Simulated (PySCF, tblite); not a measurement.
# n-ethylmethylamine (C3H9N): a rotation path, then NMR shifts and spin-spin couplings on frames, part 3 of 3

tblite 0.8.0 and PySCF 2.14.0. Atoms count from 0. Earlier steps stand in the parts before.

**10. Spin-spin couplings: image 6, B3LYP/pcJ-1**

What the job is given:

```
{"job": {"kind": "j", "xc": "B3LYP", "basis": "pcJ-1"}, "charge": 0, "multiplicity": 1}
C     -1.685900     0.086700    -0.078400
C     -0.421600    -0.676600     0.309600
N      0.640400     0.258900     0.660300
C      1.580600     0.493000    -0.414700
H     -1.474400     0.769400    -0.896700
H     -2.470100    -0.600600    -0.386300
H     -2.039300     0.665800     0.770400
H     -0.640700    -1.320000     1.166200
H     -0.110200    -1.324800    -0.524500
H      1.140900    -0.056700     1.482600
H      2.343400     1.192300    -0.077800
H      1.054400     0.937600    -1.258600
H      2.078200    -0.424700    -0.769700
```

With the program's defaults for keys left out, this is: B3LYP/pcJ-1 indirect spin-spin coupling, non-relativistic, gas phase.

What it wrote:

```text
coarse grid: 9904 points
cycle   1  E = -174.4128909297  dE =  1.450e-01  |g| = 4.418e-01  |ddm| = 2.532e+00
cycle   2  E = -174.3853419718  dE =  2.755e-02  |g| = 5.634e-01  |ddm| = 9.394e-01
cycle   3  E = -174.4619170096  dE = -7.658e-02  |g| = 5.499e-02  |ddm| = 5.535e-01
cycle   4  E = -174.4622731445  dE = -3.561e-04  |g| = 3.303e-02  |ddm| = 5.495e-02
cycle   5  E = -174.4624903656  dE = -2.172e-04  |g| = 4.743e-03  |ddm| = 2.461e-02
cycle   6  E = -174.4624946335  dE = -4.268e-06  |g| = 8.248e-04  |ddm| = 3.756e-03
final grid: 92968 points
cycle   7  E = -174.4938166071  dE = -7.229e-05  |g| = 6.302e-03  |ddm| = 1.555e-02
cycle   8  E = -174.4938115031  dE =  5.104e-06  |g| = 7.745e-03  |ddm| = 1.074e-02
cycle   9  E = -174.4938264483  dE = -1.495e-05  |g| = 3.782e-04  |ddm| = 6.193e-03
cycle  10  E = -174.4938264516  dE = -3.374e-09  |g| = 3.510e-04  |ddm| = 5.348e-04
cycle  11  E = -174.4938264757  dE = -2.406e-08  |g| = 3.496e-05  |ddm| = 2.586e-04
cycle  12  E = -174.4938264759  dE = -2.208e-10  |g| = 9.664e-06  |ddm| = 3.338e-05
converged SCF energy = -174.4938264759

Indirect spin-spin couplings (Hz)
  i      j    bonds     total        FC       PSO       DSO        SD
  0 C    1 C    1     38.953    39.127    -0.353     0.179         -
  0 C    2 N    2     -7.082    -7.133     0.065    -0.004    -0.011
  0 C    3 C    3     -0.484    -0.526     0.080    -0.038         -
  0 C    4 H    1    133.625   131.806     1.182     0.637         -
  0 C    5 H    1    126.326   124.421     1.317     0.589         -
  0 C    6 H    1    136.504   134.782     1.106     0.617         -
  0 C    7 H    2     -3.000    -2.925     0.143    -0.218         -
  0 C    8 H    2     -0.008     0.048     0.145    -0.202         -
  0 C    9 H    3      5.388     5.419     0.490    -0.521         -
  0 C   12 H    4      0.627     0.626     0.259    -0.259         -
  1 C    2 N    1     -5.018    -4.208     0.031    -0.087    -0.754
  1 C    3 C    2     -0.915    -0.640    -0.250    -0.025         -
  1 C    4 H    2     -5.364    -5.361     0.158    -0.161         -
  1 C    5 H    2     -0.916    -0.928     0.194    -0.182         -
  1 C    6 H    2     -5.377    -5.366     0.156    -0.167         -
  1 C    7 H    1    136.187   134.735     0.582     0.870         -
  1 C    8 H    1    135.118   133.717     0.486     0.915         -
  1 C    9 H    2     -1.014    -0.893     0.258    -0.379         -
  1 C   10 H    3     13.687    13.747     0.478    -0.538         -
  1 C   11 H    3      1.499     1.584    -0.067    -0.018         -
  1 C   12 H    3      4.313     4.336     0.016    -0.038         -
  2 N    3 C    1     -4.570    -3.920     0.104    -0.074    -0.681
  2 N    4 H    3     -1.888    -1.913     0.029    -0.023     0.019
  2 N    5 H    3     -9.702    -9.781    -0.100     0.184    -0.005
  2 N    6 H    3     -1.341    -1.372     0.059    -0.017    -0.012
  2 N    7 H    2     -0.215    -0.133    -0.173     0.079     0.012
  2 N    8 H    2      0.624     0.810    -0.272     0.091    -0.006
  2 N    9 H    1    -70.431   -66.939    -2.911    -0.352    -0.230
  2 N   10 H    2     -1.946    -1.828    -0.216     0.088     0.010
  2 N   11 H    2     -2.397    -2.251    -0.215     0.074    -0.005
  2 N   12 H    2      0.161     0.279    -0.265     0.129     0.019
  3 C    4 H    4     -0.156    -0.128    -0.105     0.077         -
  3 C    5 H    4     -0.333    -0.317     0.303    -0.319         -
  3 C    7 H    3      6.503     6.574     0.426    -0.497         -
  3 C    8 H    3      9.807     9.757    -0.079     0.129         -
  3 C    9 H    2     -1.892    -1.824     0.368    -0.436         -
  3 C   10 H    1    137.972   136.562     0.758     0.652         -
  3 C   11 H    1    140.615   139.217     0.699     0.699         -
  3 C   12 H    1    132.847   131.401     0.752     0.693         -
  4 H    5 H    2    -13.052   -13.160     2.888    -2.780         -
  4 H    6 H    2    -13.073   -13.188     2.768    -2.652         -
  4 H    7 H    3     15.151    15.282     2.809    -2.940         -
  4 H    8 H    3      4.300     4.404     0.493    -0.598         -
  4 H    9 H    4     -0.484    -0.367     2.161    -2.278         -
  5 H    6 H    2    -12.791   -12.882     2.917    -2.826         -
  5 H    7 H    3      2.262     2.373     0.525    -0.636         -
  5 H    8 H    3      2.469     2.560     0.303    -0.394         -
  5 H    9 H    4      1.282     1.388     1.945    -2.051         -
  6 H    7 H    3      5.847     5.943     0.354    -0.450         -
  6 H    8 H    3     14.097    14.215     2.772    -2.889         -
  6 H    9 H    4     -0.333    -0.206     1.005    -1.133         -
  7 H    8 H    2    -12.974   -13.053     2.219    -2.141         -
  7 H    9 H    3      9.858     9.912    -0.465     0.411         -
  7 H   10 H    4      1.379     1.475     1.810    -1.906         -
  7 H   11 H    4     -0.545    -0.405     1.883    -2.022         -
  8 H    9 H    3      0.211     0.417     2.018    -2.224         -
  8 H   10 H    4     -0.204    -0.089     1.727    -1.842         -
  8 H   11 H    4      0.232     0.289    -0.492     0.435         -
  9 H   10 H    3      3.477     3.604     0.462    -0.588         -
  9 H   11 H    3     16.824    16.933     3.669    -3.778         -
  9 H   12 H    3      2.043     2.223     0.931    -1.111         -
 10 H   11 H    2    -14.501   -14.503     2.660    -2.658         -
 10 H   12 H    2    -10.823   -10.836     2.666    -2.653         -
 11 H   12 H    2    -10.160   -10.198     2.514    -2.476         -
```

Wall time 36 s (1 thread of Intel Xeon at 2.50GHz, shared host); peak memory 0.81 GiB.

This run: J(C3,H10) 137.1 Hz, J(C1,H7) 135.7 Hz, J(C0,H4) 132.2 Hz (means over like pairs).

**11. Nuclear shieldings: image 8, PBE0/pcSseg-1**

What the job is given:

```
{"job": {"kind": "nmr", "xc": "PBE0", "basis": "pcSseg-1", "pop": false}, "charge": 0, "multiplicity": 1}
C     -1.563800     0.067700    -0.199500
C     -0.419400    -0.734600     0.411600
N      0.700400     0.122700     0.765400
C      1.450400     0.612400    -0.373600
H     -1.303200     0.429600    -1.190200
H     -2.448800    -0.557400    -0.285400
H     -1.791600     0.919300     0.435300
H     -0.769800    -1.205200     1.334100
H     -0.123700    -1.537000    -0.289300
H      1.327300    -0.387200     1.380400
H      2.324800     1.152300    -0.014600
H      0.829200     1.305900    -0.938400
H      1.783800    -0.188100    -1.053400
```

With the program's defaults for keys left out, this is: GIAO PBE0/pcSseg-1 NMR shielding, non-relativistic, gas phase.

What it wrote:

```text
coarse grid: 9904 points
cycle   1  E = -174.1809101300  dE =  1.955e-01  |g| = 3.680e-01  |ddm| = 2.882e+00
cycle   2  E = -174.1723744448  dE =  8.536e-03  |g| = 4.264e-01  |ddm| = 7.437e-01
cycle   3  E = -174.2162899434  dE = -4.392e-02  |g| = 4.178e-02  |ddm| = 4.045e-01
cycle   4  E = -174.2165475132  dE = -2.576e-04  |g| = 1.989e-02  |ddm| = 3.796e-02
cycle   5  E = -174.2166276685  dE = -8.016e-05  |g| = 3.734e-03  |ddm| = 1.619e-02
cycle   6  E = -174.2166305592  dE = -2.891e-06  |g| = 5.412e-04  |ddm| = 3.207e-03
final grid: 92968 points
cycle   7  E = -174.2391749647  dE = -2.585e-05  |g| = 7.993e-03  |ddm| = 1.942e-02
cycle   8  E = -174.2391696940  dE =  5.271e-06  |g| = 9.292e-03  |ddm| = 1.423e-02
cycle   9  E = -174.2391911757  dE = -2.148e-05  |g| = 5.350e-04  |ddm| = 7.700e-03
cycle  10  E = -174.2391912264  dE = -5.072e-08  |g| = 2.079e-04  |ddm| = 5.173e-04
cycle  11  E = -174.2391912348  dE = -8.380e-09  |g| = 3.284e-05  |ddm| = 1.549e-04
cycle  12  E = -174.2391912350  dE = -2.225e-10  |g| = 8.213e-06  |ddm| = 3.651e-05
converged SCF energy = -174.2391912350

GIAO shielding tensors (ppm)
atom      isotropic    diamagn.    paramagn.     s11        s22        s33       span
  0 C      170.838     247.464     -76.626    149.866    174.778    187.871     38.005
  1 C      137.310     245.628    -108.318    112.651    131.203    168.076     55.425
  2 N      220.467     318.035     -97.568    192.869    197.094    271.438     78.569
  3 C      149.710     245.899     -96.189    117.222    147.588    184.320     67.098
  4 H       30.306      30.757      -0.451     25.880     29.802     35.235      9.355
  5 H       30.705      29.138       1.566     26.700     27.952     37.462     10.762
  6 H       30.763      29.806       0.957     27.114     28.390     36.785      9.671
  7 H       28.757      30.320      -1.564     23.854     28.009     34.407     10.553
  8 H       29.129      30.908      -1.779     24.187     28.876     34.324     10.137
  9 H       31.255      32.674      -1.418     21.739     30.517     41.509     19.770
 10 H       29.005      28.925       0.080     24.731     26.937     35.348     10.617
 11 H       29.060      30.501      -1.441     24.532     28.219     34.431      9.899
 12 H       29.637      29.846      -0.210     25.629     27.175     36.106     10.476
```

It took 14 s on 1 thread of Intel Xeon at 2.50GHz, shared host; peak memory 0.56 GiB.

This run: δ C1 49.6, C3 37.2, C0 16.1, N2 47.3, H7 2.96, H10 2.71 ppm.

**12. Spin-spin couplings: image 8, B3LYP/pcJ-1**

The job, as its differences from that of step 11:

```diff
@@ -1,2 +1,2 @@
-{"job": {"kind": "nmr", "xc": "PBE0", "basis": "pcSseg-1", "pop": false}, "charge": 0, "multiplicity": 1}
+{"job": {"kind": "j", "xc": "B3LYP", "basis": "pcJ-1"}, "charge": 0, "multiplicity": 1}
 C     -1.563800     0.067700    -0.199500
```

With the program's defaults for keys left out, this is: B3LYP/pcJ-1 indirect spin-spin coupling, non-relativistic, gas phase.

What it wrote:

```text
coarse grid: 9904 points
cycle   1  E = -174.4143652128  dE =  1.467e-01  |g| = 4.388e-01  |ddm| = 2.531e+00
cycle   2  E = -174.3873561859  dE =  2.701e-02  |g| = 5.594e-01  |ddm| = 9.316e-01
cycle   3  E = -174.4626642089  dE = -7.531e-02  |g| = 5.530e-02  |ddm| = 5.444e-01
cycle   4  E = -174.4630365233  dE = -3.723e-04  |g| = 3.200e-02  |ddm| = 5.415e-02
cycle   5  E = -174.4632384815  dE = -2.020e-04  |g| = 5.366e-03  |ddm| = 2.425e-02
cycle   6  E = -174.4632440650  dE = -5.583e-06  |g| = 7.809e-04  |ddm| = 4.339e-03
final grid: 92968 points
cycle   7  E = -174.4952592500  dE = -7.403e-05  |g| = 6.508e-03  |ddm| = 1.569e-02
cycle   8  E = -174.4952537456  dE =  5.504e-06  |g| = 8.033e-03  |ddm| = 1.124e-02
cycle   9  E = -174.4952697843  dE = -1.604e-05  |g| = 4.009e-04  |ddm| = 6.336e-03
cycle  10  E = -174.4952697932  dE = -8.912e-09  |g| = 3.365e-04  |ddm| = 5.242e-04
cycle  11  E = -174.4952698149  dE = -2.170e-08  |g| = 4.949e-05  |ddm| = 2.524e-04
cycle  12  E = -174.4952698154  dE = -4.604e-10  |g| = 8.229e-06  |ddm| = 4.481e-05
converged SCF energy = -174.4952698154

Indirect spin-spin couplings (Hz)
  i      j    bonds     total        FC       PSO       DSO        SD
  0 C    1 C    1     38.248    38.425    -0.358     0.182         -
  0 C    2 N    2     -4.360    -4.457     0.088    -0.001     0.010
  0 C    3 C    3     -0.019    -0.003    -0.005    -0.011         -
  0 C    4 H    1    131.560   129.672     1.244     0.645         -
  0 C    5 H    1    129.567   127.666     1.304     0.597         -
  0 C    6 H    1    134.813   133.087     1.090     0.636         -
  0 C    7 H    2     -4.191    -4.123     0.143    -0.211         -
  0 C    8 H    2     -0.043    -0.001     0.153    -0.195         -
  0 C    9 H    3      8.919     8.981     0.538    -0.600         -
  0 C   10 H    4      0.489     0.520     0.311    -0.342         -
  0 C   12 H    4      0.918     0.927     0.136    -0.145         -
  1 C    2 N    1     -4.421    -3.859     0.219    -0.086    -0.695
  1 C    3 C    2     -1.370    -1.103    -0.241    -0.026         -
  1 C    4 H    2     -4.872    -4.834     0.129    -0.168         -
  1 C    5 H    2     -1.536    -1.543     0.176    -0.170         -
  1 C    6 H    2     -5.394    -5.419     0.184    -0.159         -
  1 C    7 H    1    138.298   136.878     0.545     0.874         -
  1 C    8 H    1    133.085   131.661     0.515     0.909         -
  1 C    9 H    2     -1.633    -1.507     0.219    -0.344         -
  1 C   10 H    3     12.410    12.479     0.469    -0.538         -
  1 C   11 H    3      0.591     0.669    -0.002    -0.075         -
  1 C   12 H    3      4.902     4.899     0.008    -0.005         -
  2 N    3 C    1     -3.871    -3.237     0.127    -0.074    -0.687
  2 N    4 H    3     -0.561    -0.539    -0.070     0.030     0.017
  2 N    5 H    3     -7.784    -7.844    -0.113     0.184    -0.012
  2 N    6 H    3     -1.975    -1.996     0.061    -0.041     0.001
  2 N    7 H    2     -1.534    -1.495    -0.118     0.058     0.021
  2 N    8 H    2      0.570     0.653    -0.203     0.104     0.016
  2 N    9 H    1    -69.031   -65.550    -2.923    -0.350    -0.208
  2 N   10 H    2     -1.701    -1.593    -0.207     0.086     0.013
  2 N   11 H    2     -2.489    -2.370    -0.187     0.069    -0.001
  2 N   12 H    2      0.122     0.247    -0.266     0.126     0.015
  3 C    7 H    3     10.624    10.693     0.491    -0.560         -
  3 C    8 H    3      5.452     5.426     0.035    -0.010         -
  3 C    9 H    2     -2.176    -2.088     0.334    -0.422         -
  3 C   10 H    1    138.513   137.077     0.777     0.658         -
  3 C   11 H    1    141.233   139.828     0.695     0.710         -
  3 C   12 H    1    131.731   130.255     0.770     0.706         -
  4 H    5 H    2    -13.776   -13.894     2.838    -2.720         -
  4 H    6 H    2    -12.382   -12.490     2.753    -2.644         -
  4 H    7 H    3     15.510    15.645     2.773    -2.908         -
  4 H    8 H    3      6.132     6.235     0.196    -0.299         -
  4 H    9 H    4     -0.869    -0.742     2.174    -2.301         -
  5 H    6 H    2    -13.685   -13.763     2.887    -2.809         -
  5 H    7 H    3      5.308     5.412     0.197    -0.301         -
  5 H    8 H    3      1.250     1.357     0.553    -0.661         -
  5 H    9 H    4      1.444     1.540     1.957    -2.053         -
  5 H   10 H    5     -0.238    -0.144     1.503    -1.597         -
  5 H   11 H    5     -0.194    -0.146     1.036    -1.084         -
  5 H   12 H    5     -0.186    -0.101     1.002    -1.087         -
  6 H    7 H    3      3.087     3.203     0.607    -0.723         -
  6 H    8 H    3     13.502    13.613     2.782    -2.893         -
  6 H    9 H    4     -0.256    -0.133     1.739    -1.862         -
  7 H    8 H    2    -11.217   -11.288     2.251    -2.179         -
  7 H    9 H    3      5.491     5.596    -0.092    -0.013         -
  7 H   10 H    4      0.951     1.034     1.845    -1.928         -
  7 H   11 H    4     -0.594    -0.448     1.838    -1.984         -
  7 H   12 H    4     -0.566    -0.429     1.523    -1.660         -
  8 H    9 H    3      0.205     0.388     0.968    -1.151         -
  8 H   10 H    4     -0.626    -0.491     1.584    -1.720         -
  8 H   11 H    4      0.365     0.501     0.574    -0.710         -
  8 H   12 H    4      0.736     0.691    -1.394     1.438         -
  9 H   10 H    3      4.708     4.828     0.308    -0.428         -
  9 H   11 H    3     16.174    16.291     3.608    -3.725         -
  9 H   12 H    3      0.932     1.125     0.999    -1.192         -
 10 H   11 H    2    -14.635   -14.650     2.633    -2.618         -
 10 H   12 H    2    -11.259   -11.274     2.658    -2.643         -
 11 H   12 H    2     -9.777    -9.822     2.514    -2.469         -
```

Run time: 40 s. Hardware: 1 thread of Intel Xeon at 2.50GHz, shared host; peak memory 0.81 GiB.

Key values: J(C3,H10) 137.2 Hz, J(C1,H7) 135.7 Hz, J(C0,H4) 132.0 Hz (means over like pairs).

**13. Run by run: NMR shifts**

Shifts (ppm) of some atoms, chosen among heavy atoms and hydrogens apart, with basis size and wall time:

```
  frame    C1    C3    C0   H12    H8     H9    N2  functions  time
image 0  51.6  40.3  18.3  2.54  2.49  -0.46  53.1        113  22 s
image 2  50.2  40.7  20.4  2.61  2.09  -0.19  48.2        113  16 s
image 4  49.6  40.8  21.4  2.62  2.07   0.16  39.3        113  14 s
image 6  50.2  39.4  18.6  2.41  2.22   0.45  40.2        113  15 s
image 8  49.6  37.2  16.1  2.08  2.59   0.46  47.3        113  14 s
```

**14. Side by side: spin-spin couplings**

Couplings (Hz), each a mean over the pairs like the one named, with basis size and wall time:

```
  frame  C3–H10  C1–H7  C0–H4  N2–H9  C0–C1  H4–H5  H7–H8  functions  time
image 0   137.0  137.2  132.0  -67.9   36.9  -13.2   -9.9        198  42 s
image 2   136.9  136.5  132.1  -69.2   38.0  -13.0  -11.8        198  40 s
image 4   137.2  136.1  132.2  -70.7   38.7  -12.9  -13.5        198  35 s
image 6   137.1  135.7  132.2  -70.4   39.0  -13.0  -13.0        198  36 s
image 8   137.2  135.7  132.0  -69.0   38.2  -13.3  -11.2        198  40 s
```

**15. Summary of results**

This closing draws on all 3 parts.

| quantity | value |
| --- | --- |
| barrier | 0.107 eV (2.5 kcal/mol) at image 4 |
| end to end (GFN2-xTB) | 0.040 eV |
| ¹³C shifts against TMS (PBE0/pcSseg-1, image 0) | 51.6, 40.3, 18.3 ppm |
| ¹H shifts against TMS (PBE0/pcSseg-1, image 0) | 2.89, 2.70, 2.54, 2.49, 2.46, 1.43, 1.19, 0.91, -0.46 ppm |
| ¹⁵N shifts against NH3 (PBE0/pcSseg-1, image 0) | 53.1 ppm |
| potential on the surface of density 0.002 e/bohr³, 1st and 99th percentile | -1.65 V and 1.16 V |
| largest coupling of the table (B3LYP/pcJ-1, image 0) | ¹J(C,H) C1–H8, 141.1 Hz |
| range of the shift of N2 | 39.3 to 53.1 ppm |
| range of J(C3,H10), mean over like pairs | 136.9 to 137.2 Hz |

Along the band the dihedral turns by 109°, and the top (dihedral 234°) lies 2.5 kcal/mol above the start (GFN2-xTB, rough), so at room temperature this motion is fast. Ends this close can change order at a higher level. The top was not checked by a frequency run. Shifts at one fixed geometry are not the observed spectrum, which averages over the motion. In the first frame run (image 0): The largest span, 78 ppm, is at N2, where the paramagnetic term is -105 ppm. Of the pairs tabulated at B3LYP/pcJ-1, C1–H8 couples most strongly (141.1 Hz; Fermi contact 139.7 Hz). Across the 5 runs the shift of N2 moves most, between 39.3 (image 4) and 53.1 ppm (image 0). The coupling C3–H10, as a mean over pairs of its kind, runs from 136.9 Hz (image 2) to 137.2 Hz (image 8).
